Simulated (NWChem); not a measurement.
# the pair BNH6···BH3: a chain of runs

We compute the energy (singlet B2NH9, PBE-D3(0)/STO-3G), then a single-point energy (singlet BNH6, PBE-D3(0)/STO-3G), then a single-point energy (singlet BH3, PBE-D3(0)/STO-3G), then the energy (singlet BNH6, PBE-D3(0)/STO-3G), then a single-point energy (singlet BH3, PBE-D3(0)/STO-3G) of B2H9N and its partners. 

The calculation is run with NWChem 7.3.0.

## Step 1: Starting point

The species is B2NH9 (12 atoms), meant as a singlet with charge 0. The two molecules were placed rigidly side by side, at 1.3 times their contact distance; the pair isn't optimised.

Bond lengths: B1–N2 1.639 Å, B1–H3 1.212 Å, B1–H4 1.212 Å, B1–H5 1.212 Å, N2–H6 1.015 Å, N2–H7 1.015 Å, N2–H8 1.015 Å, B9–H10 1.193 Å, B9–H11 1.193 Å, B9–H12 1.193 Å. Some angles: B1–N2–H6 110.9°, B1–N2–H7 110.9°, B1–N2–H8 110.9°, N2–B1–H3 105.3°, N2–B1–H4 105.3°, N2–B1–H5 105.3°, H6–N2–H7 108.0°, H6–N2–H8 108.0°, H7–N2–H8 108.0°, H3–B1–H4 113.3°.

## Step 2: The energy at PBE-D3(0)/STO-3G (run 1)

The input, b2h9n.nw:

```
start b2h9n
title "B2H9N PBE"
memory total 2200 mb
geometry noautosym nocenter noautoz
   B    -0.202830    0.257950   -0.768420
   N     0.194970   -0.247950    0.738680
   H    -0.089730   -0.721250   -1.474020
   H    -1.344120    0.656850   -0.680220
   H     0.592880    1.133750   -1.031420
   H     0.129270    0.514150    1.405680
   H     1.145080   -0.604150    0.762280
   H    -0.425520   -0.989350    1.047480
   B     5.063230    0.454440    1.311310
   H     3.967660    0.537360    1.777430
   H     5.240690    0.699260    0.156750
   H     5.981360    0.126910    1.999850
end
basis "ao basis" spherical bse
   * library STO-3G
end
dft
   xc xpbe96 cpbe96
   disp vdw 3
   grid fine
   convergence energy 1e-08
   maxiter 100
   mulliken
   print low
end
task dft energy
```

Started as:

```sh
$ nwchem b2h9n.nw > b2h9n.out
```

Output:

```text
[...]
 d= 0,ls=0.0,diis     1   -108.2070975371 -1.71D+02  3.60D-02  2.63D-01     1.7
[...]
 d= 0,ls=0.0,diis     8   -108.2575229600 -5.08D-10  3.36D-07  2.96D-11     5.5
         Total DFT energy =     -108.257522959988
      One electron energy =     -268.473329946483
           Coulomb energy =      115.755393838789
    Exchange-Corr. energy =      -18.287410466005
 Nuclear repulsion energy =       62.749432630855
    Dispersion correction =       -0.001609017144
[...]
      Total Density - Mulliken Population Analysis
     ---------------------------------------------
    Atom       Charge   Shell Charges
 -----------   ------   -------------------------------------------------------
    1 B    5     5.07   1.98  0.93  2.16
    2 N    7     7.41   1.99  1.57  3.84
    3 H    1     1.11   1.11
    4 H    1     1.11   1.11
    5 H    1     1.11   1.11
    6 H    1     0.74   0.74
    7 H    1     0.74   0.74
    8 H    1     0.74   0.74
    9 B    5     4.90   1.99  1.08  1.83
   10 H    1     1.04   1.04
[...]
```

Run time: 6.3 s. Hardware: 1 thread of Intel Xeon Platinum 8259CL at 2.50GHz (Skylake/Cascade Lake), shared host; peak memory 0.12 GiB.

## Step 3: BNH6: a single-point energy at PBE-D3(0)/STO-3G (run 2)

The input, nw.nw:

```
echo
start nw
memory stack 880 mb heap 220 mb global 1100 mb
charge 0

geometry units angstrom noautosym nocenter noautoz
  B     -0.202830     0.257950    -0.768420
  N      0.194970    -0.247950     0.738680
  H     -0.089730    -0.721250    -1.474020
  H     -1.344120     0.656850    -0.680220
  H      0.592880     1.133750    -1.031420
  H      0.129270     0.514150     1.405680
  H      1.145080    -0.604150     0.762280
  H     -0.425520    -0.989350     1.047480
end

basis spherical bse
  * library STO-3G
end

dft
  xc xpbe96 cpbe96
  disp vdw 3
  grid fine
  convergence energy 1e-08
  maxiter 100
  mulliken
  print low
end

task dft energy
```

Started as:

```sh
$ nwchem nw.nw > nw.out
```

Output:

```text
[...]
 d= 0,ls=0.0,diis     1    -82.0052679358 -1.23D+02  4.10D-02  1.61D-01     0.8
[...]
 d= 0,ls=0.0,diis     7    -82.0339235305 -7.33D-10  5.35D-07  3.52D-11     2.5
         Total DFT energy =      -82.033923530463
      One electron energy =     -190.358616620693
           Coulomb energy =       80.718401298356
    Exchange-Corr. energy =      -13.147158935021
 Nuclear repulsion energy =       40.754559861743
    Dispersion correction =       -0.001109134848
[...]
      Total Density - Mulliken Population Analysis
     ---------------------------------------------
    Atom       Charge   Shell Charges
 -----------   ------   -------------------------------------------------------
    1 B    5     5.07   1.98  0.93  2.16
    2 N    7     7.41   1.99  1.57  3.84
    3 H    1     1.11   1.11
    4 H    1     1.11   1.11
    5 H    1     1.11   1.11
    6 H    1     0.74   0.74
    7 H    1     0.74   0.74
    8 H    1     0.74   0.74
[...]
```

It took 3.3 s on 1 thread of Intel Xeon Platinum 8259CL at 2.50GHz (Skylake/Cascade Lake), shared host; peak memory 0.12 GiB.

## Step 4: BH3: the energy at PBE-D3(0)/STO-3G (run 3)

The input, work.nw:

```
start work
title "BH3"
memory stack 880 mb heap 220 mb global 1100 mb

geometry units angstrom noautosym nocenter noautoz
 B        5.063230       0.454440       1.311310
 H        3.967660       0.537360       1.777430
 H        5.240690       0.699260       0.156750
 H        5.981360       0.126910       1.999850
end

basis spherical bse
 * library STO-3G
end

dft
 xc xpbe96 cpbe96
 disp vdw 3
 grid fine
 convergence energy 1e-08
 maxiter 100
 mulliken
 print low
end

task dft energy
```

Started as:

```sh
$ nwchem work.nw > work.out
```

Output:

```text
[...]
 d= 0,ls=0.0,diis     1    -26.2011171706 -3.36D+01  7.07D-02  1.03D-01     0.3
[...]
 d= 0,ls=0.0,diis     5    -26.2230197283 -3.90D-11  4.90D-08  7.73D-14     0.6
         Total DFT energy =      -26.223019728324
      One electron energy =      -49.037392506881
           Coulomb energy =       20.535926238824
    Exchange-Corr. energy =       -5.140269948507
 Nuclear repulsion energy =        7.418828500749
    Dispersion correction =       -0.000112012508
[...]
      Total Density - Mulliken Population Analysis
     ---------------------------------------------
    Atom       Charge   Shell Charges
 -----------   ------   -------------------------------------------------------
    1 B    5     4.91   1.99  1.08  1.84
    2 H    1     1.03   1.03
    3 H    1     1.03   1.03
    4 H    1     1.03   1.03
[...]
```

Wall time 1.1 s (1 thread of Intel Xeon Platinum 8259CL at 2.50GHz (Skylake/Cascade Lake), shared host); peak memory 0.11 GiB.

## Step 5: BNH6 among ghost functions: a single-point energy at PBE-D3(0)/STO-3G (with ghost functions) (run 4)

The input, m1.nw:

```
start m1
title "BH6N PBE"
memory stack 880 mb heap 220 mb global 1100 mb
geometry noautosym nocenter noautoz
B    -0.202830    0.257950   -0.768420
N     0.194970   -0.247950    0.738680
H    -0.089730   -0.721250   -1.474020
H    -1.344120    0.656850   -0.680220
H     0.592880    1.133750   -1.031420
H     0.129270    0.514150    1.405680
H     1.145080   -0.604150    0.762280
H    -0.425520   -0.989350    1.047480
bqB      5.063230     0.454440     1.311310
bqH      3.967660     0.537360     1.777430
bqH      5.240690     0.699260     0.156750
bqH      5.981360     0.126910     1.999850
end
basis "ao basis" spherical bse
B library STO-3G
N library STO-3G
H library STO-3G
bqB library B STO-3G
bqH library H STO-3G
end
dft
xc xpbe96 cpbe96
disp vdw 3
grid fine
convergence energy 1e-08
iterations 100
mulliken
noprint "final vectors analysis"
end
task dft
```

Started as:

```sh
$ nwchem m1.nw > m1.out
```

Output:

```text
[...]
          Wavefunction type:  closed shell.
          No. of atoms     :    12
          No. of electrons :    18
[...]
          Charge           :     0
          Spin multiplicity:     1
[...]
          AO basis - number of functions:    24
[...]
              XC Information
              --------------
          PerdewBurkeErnzerhof Exchange Functional  1.000
            Perdew 1991 LDA Correlation Functional  1.000 local
           PerdewBurkeErnz. Correlation Functional  1.000 non-local
[...]
 d= 0,ls=0.0,diis     1    -82.0052697634 -1.23D+02  2.73D-02  1.61D-01     1.2
[...]
 d= 0,ls=0.0,diis     7    -82.0339269110 -7.34D-10  3.57D-07  3.51D-11     4.3
         Total DFT energy =      -82.033926911001
      One electron energy =     -190.358540301767
           Coulomb energy =       80.718310047014
    Exchange-Corr. energy =      -13.147147383142
 Nuclear repulsion energy =       40.754559861743
    Dispersion correction =       -0.001109134848
[...]
      Total Density - Mulliken Population Analysis
     ---------------------------------------------
    Atom       Charge   Shell Charges
 -----------   ------   -------------------------------------------------------
    1 B    5     5.07   1.98  0.93  2.16
    2 N    7     7.41   1.99  1.57  3.84
    3 H    1     1.11   1.11
    4 H    1     1.11   1.11
    5 H    1     1.11   1.11
    6 H    1     0.74   0.74
    7 H    1     0.74   0.74
    8 H    1     0.74   0.74
    9 X    0     0.00  -0.00  0.00  0.00
   10 X    0     0.00   0.00
[...]
```

Run time: 5.1 s. Hardware: 1 thread of Intel Xeon Platinum 8259CL at 2.50GHz (Skylake/Cascade Lake), shared host; peak memory 0.12 GiB.

## Step 6: BH3 among ghost functions: a single-point energy at PBE-D3(0)/STO-3G (with ghost functions) (run 5)

The input, run.nw:

```
START run
TITLE "BH3 PBE"
memory total 2200 mb

GEOMETRY units atomic noautosym nocenter noautoz
 B      9.56811801     0.85876714     2.47801676
 H      7.49779076     1.01546323     3.35885591
 H      9.90346880     1.32140989     0.29621457
 H     11.30313225     0.23982514     3.77916879
 bqB     -0.383293     0.487455    -1.452103
 bqN      0.368440    -0.468558     1.395903
 bqH     -0.169565    -1.362965    -2.785494
 bqH     -2.540019     1.241267    -1.285430
 bqH      1.120381     2.142477    -1.949101
 bqH      0.244285     0.971603     2.656350
 bqH      2.163888    -1.141678     1.440500
 bqH     -0.804116    -1.869601     1.979450
END

BASIS spherical bse
 B library STO-3G
 H library STO-3G
 bqB library B STO-3G
 bqN library N STO-3G
 bqH library H STO-3G
END

DFT
 xc xpbe96 cpbe96
 mult 1
 disp vdw 3
 grid fine
 convergence energy 1e-08
 iterations 100
 mulliken
 print low
END

TASK dft energy
```

Started as:

```sh
$ nwchem run.nw > run.out
```

Output:

```text
[...]
 d= 0,ls=0.0,diis     1    -26.2011306148 -3.36D+01  2.36D-02  1.03D-01     1.2
[...]
 d= 0,ls=0.0,diis     5    -26.2230357363 -4.08D-11  1.62D-08  5.09D-14     2.9
         Total DFT energy =      -26.223035736282
      One electron energy =      -49.037223141934
           Coulomb energy =       20.535698495539
    Exchange-Corr. energy =       -5.140227048973
 Nuclear repulsion energy =        7.418827971651
    Dispersion correction =       -0.000112012565
[...]
      Total Density - Mulliken Population Analysis
     ---------------------------------------------
    Atom       Charge   Shell Charges
 -----------   ------   -------------------------------------------------------
    1 B    5     4.91   1.99  1.08  1.84
    2 H    1     1.03   1.03
    3 H    1     1.03   1.03
    4 H    1     1.03   1.03
    5 X    0     0.00  -0.00  0.00  0.00
    6 X    0    -0.00  -0.00 -0.00 -0.00
    7 X    0     0.00   0.00
    8 X    0     0.00   0.00
    9 X    0     0.00   0.00
   10 X    0     0.00   0.00
[...]
```

Run time: 3.6 s. Hardware: 1 thread of Intel Xeon Platinum 8259CL at 2.50GHz (Skylake/Cascade Lake), shared host; peak memory 0.12 GiB.

## Step 7: Results

| quantity | value |
| --- | --- |
| run 1, PBE-D3(0)/STO-3G: total energy | -108.25752 Eh |
| run 1, PBE-D3(0)/STO-3G: dispersion energy | -4.22 kJ/mol |
| BNH6: total energy | -82.03392 Eh |
| BNH6: dispersion energy | -2.91 kJ/mol |
| BH3: total energy | -26.22302 Eh |
| BH3: dispersion energy | -0.29 kJ/mol |
| BNH6 among ghost functions: total energy | -82.03393 Eh |
| BNH6 among ghost functions: dipole moment | 5.97 D |
| BNH6 among ghost functions: dispersion energy | -2.91 kJ/mol |
| BH3 among ghost functions: total energy | -26.22304 Eh |
| BH3 among ghost functions: dispersion energy | -0.29 kJ/mol |
| interaction energy of the rigid parts BNH6 and BH3 (parts in their own basis; closest atoms 3.21 Å apart) | -0.016 eV |
| interaction energy of the rigid parts BNH6 and BH3 (parts in the whole basis, counterpoise; closest atoms 3.21 Å apart) | -0.015 eV |

The interaction energy of the rigid parts BNH6 and BH3 (parts in their own basis; closest atoms 3.21 Å apart) is −0.02 eV (−1.5 kJ/mol). Without counterpoise this holds the superposition error of the basis. The interaction energy of the rigid parts BNH6 and BH3 (parts in the whole basis, counterpoise; closest atoms 3.21 Å apart) is −0.02 eV (−0.4 kcal/mol). The basis-set superposition error is 0.1 kJ/mol. Mulliken charges (BNH6) run from -0.41 on N2 to +0.26 on H6; they depend strongly on the basis. Mulliken charges (BH3) run from -0.03 on H2 to +0.09 on B1.
